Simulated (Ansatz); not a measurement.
**Relative stability**

The two ends of one reaction step of SiNH5, closed shell (PBE0-D4/def2-TZVP).

A:

Si1  (-0.442, -0.082, 0.482)
N2  (0.776, 0.270, -0.681)
H3  (-1.335, -1.237, 0.166)
H4  (-1.305, 1.121, 0.617)
H5  (0.232, -0.385, 1.771)
H6  (0.516, 0.668, -1.569)
H7  (1.558, -0.356, -0.788)
(Å)

B:

Si1  (-0.646, -0.293, 1.163)
N2  (0.265, -0.287, -0.658)
H3  (-0.383, -0.606, -1.369)
H4  (-1.418, 0.952, 0.728)
H5  (0.531, 0.520, 1.701)
H6  (0.597, 0.636, -0.914)
H7  (1.055, -0.923, -0.651)
(Å)

Ansatz 0.2.0; basis: def2-TZVPP; cores frozen in the correlated methods. B3LYP uses VWN-RPA correlation.

**Question.** Which structure is lower at CCSD(T), and by how much? (An estimate is asked for; the value comes from the calculation.)

**Answer.** Computed: A, by 1.553 eV (electronic energy, against the other). By their contacts, A is SiNH₅ ([NH2][SiH3]) and B is SiNH₅ ([NH3][SiH2]).

All methods give the same order:

```
      method  E(B) − E(A) (eV)
       SPW92             1.388
      PBE-D4             1.405
     BLYP-D4             1.468
   r2SCAN-D4             1.609
      B97M-V             1.477
     PBE0-D4             1.504
    B3LYP-D4             1.553
  r2SCAN0-D4             1.638
    BHLYP-D4             1.668
CAM-B3LYP-D4             1.627
     wB97X-V             1.637
     wB97M-V             1.514
      B2PLYP             1.618
    PBE-QIDH             1.633
  RPA on PBE             1.497
          HF             1.791
         MP2             1.685
        CCSD             1.579
     CCSD(T)             1.553
```

The T1 diagnostic stays at or below 0.012.

Labels in which every atom is bracketed show which atoms are joined, not bond orders.

For scale, one of the runs: CCSD(T)/def2-TZVPP, 143 basis functions, launched by `ansatz run in.yaml --threads 2 --pin off --events-out ev --progress --plain --max-ram 4352MiB`. The run took 6 s on 2 CPU threads of an Arm Neoverse V2 (shared host), with 0.79 GiB of host memory at its peak.
